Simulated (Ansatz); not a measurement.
# CH₄LiO+ (SMILES [Li][CH2][OH2+]): one structure at several levels

Aim: energy, forces and dipole at a structure displaced at random from a GFN2-xTB minimum, from CCSD(T) and from density functionals.

Computed with Ansatz 0.2.0, Gaussian basis. Level: single points in def2-TZVPP.

Correlated methods freeze the cores. The outer core shell of Li, Na, Mg and K is correlated. B3LYP uses VWN-RPA correlation.

### Step 1. The system as given

SMILES `[Li][CH2][OH2+]`, 7 atoms, charge 1, spin multiplicity 1.

Atoms are counted from 1 here; the program's logs count them from 0.

Bond lengths: Li1–C2 2.035 Å, C2–O3 1.452 Å, C2–H4 1.161 Å, C2–H5 1.274 Å, O3–H6 0.957 Å, O3–H7 0.888 Å. Angles: Li1–C2–O3 139.8°, Li1–C2–H4 103.8°, Li1–C2–H5 99.7°, O3–C2–H4 109.7°, O3–C2–H5 102.2°, H4–C2–H5 89.3°, C2–O3–H6 108.2°, C2–O3–H7 106.0°, H6–O3–H7 117.9°.

Geometry (Å):

```xyz
7

Li   -1.4461   -1.6963    0.6782
C    -0.3972   -0.1426   -0.1124
O     0.8450    0.5792    0.1006
H    -1.2202    0.5930   -0.4726
H    -0.2657   -0.5580   -1.3093
H     0.7445    1.1218    0.8821
H     1.4871   -0.0346    0.1008
```

### Step 2. CCSD(T)/def2-TZVPP

run/in.yaml reads:

```yaml
crystal:
  periodic: [false, false, false]
  atoms:
    - {symbol: Li, position_ang: [-1.446100, -1.696300, 0.678200]}
    - {symbol: C, position_ang: [-0.397200, -0.142600, -0.112400]}
    - {symbol: O, position_ang: [0.845000, 0.579200, 0.100600]}
    - {symbol: H, position_ang: [-1.220200, 0.593000, -0.472600]}
    - {symbol: H, position_ang: [-0.265700, -0.558000, -1.309300]}
    - {symbol: H, position_ang: [0.744500, 1.121800, 0.882100]}
    - {symbol: H, position_ang: [1.487100, -0.034600, 0.100800]}
basis:
  gaussian: {orbitals: def2-TZVPP}
total_charge: 1
correlation: {method: ccsd_t}
output: {forces: true}
```

No record of the launch command was kept for these runs.

### Step 3. PBE0-D4/def2-TZVPP

run/in.yaml, as its differences from that of step 2:

```diff
@@ -13,3 +13,3 @@
 total_charge: 1
-correlation: {method: ccsd_t}
-output: {forces: true}
+hamiltonian: {xc: pbe0, dispersion: d4}
+output: {forces: true, orbitals: {seedname: orbitals}}
```

### Step 4. wB97M-V/def2-TZVPP

run/in.yaml, as its differences from that of step 3:

```diff
@@ -13,3 +13,3 @@
 total_charge: 1
-hamiltonian: {xc: pbe0, dispersion: d4}
-output: {forces: true, orbitals: {seedname: orbitals}}
+hamiltonian: {xc: {name: wB97M-V}}
+output: {forces: true}
```

### Step 5. r2SCAN-D4/def2-TZVPP

run/in.yaml, as its differences from that of step 4:

```diff
@@ -13,3 +13,3 @@
 total_charge: 1
-hamiltonian: {xc: {name: wB97M-V}}
+hamiltonian: {xc: r2scan, dispersion: d4}
 output: {forces: true}
```

### Step 6. PBE-D4/def2-TZVPP

run/in.yaml, as its differences from that of step 5:

```diff
@@ -13,3 +13,3 @@
 total_charge: 1
-hamiltonian: {xc: r2scan, dispersion: d4}
+hamiltonian: {xc: pbe, dispersion: d4}
 output: {forces: true}
```

### Step 7. BHLYP-D4/def2-TZVPP

run/in.yaml, as its differences from that of step 6:

```diff
@@ -13,3 +13,3 @@
 total_charge: 1
-hamiltonian: {xc: pbe, dispersion: d4}
+hamiltonian: {xc: {name: BHLYP}, dispersion: d4}
 output: {forces: true}
```

### Step 8. B3LYP-D4/def2-TZVPP

run/in.yaml, as its differences from that of step 7:

```diff
@@ -13,3 +13,3 @@
 total_charge: 1
-hamiltonian: {xc: {name: BHLYP}, dispersion: d4}
+hamiltonian: {xc: {name: B3LYP}, dispersion: d4}
 output: {forces: true}
```

(Steps that only read results are left out.)

Before running it: what results should come out? Wanted: energy less free atoms, CCSD(T)/def2-TZVPP; RMS force component; RMS force error; HOMO and LUMO, PBE0-D4; T1 diagnostic.

**Answer**, as computed:

| quantity | value |
| --- | --- |
| energy less free atoms, CCSD(T)/def2-TZVPP | -1356.1 kJ/mol |
| RMS force component | 2.261 to 2.300 eV/Å over the methods |
| RMS force error | PBE0-D4 0.113, wB97M-V 0.072, r2SCAN-D4 0.039, PBE-D4 0.203, BHLYP-D4 0.255, B3LYP-D4 0.067 eV/Å |
| HOMO and LUMO, PBE0-D4 | -11.36 and -4.87 eV |
| T1 diagnostic | 0.009 |

**Reading.** Against CCSD(T) the functionals' energies less atoms differ by -76.7 to +30.1 kJ/mol, PBE-D4 by -76.7 kJ/mol. CCSD(T) in triple zeta still lacks some correlation energy of the bonds, so part of these gaps is its own basis error and they don't rank the functionals. For forces r2SCAN-D4 does best and BHLYP-D4 worst. Frozen-core CCSD(T) forces in triple zeta carry basis errors of their own, and this is one geometry, so small gaps rank nothing.
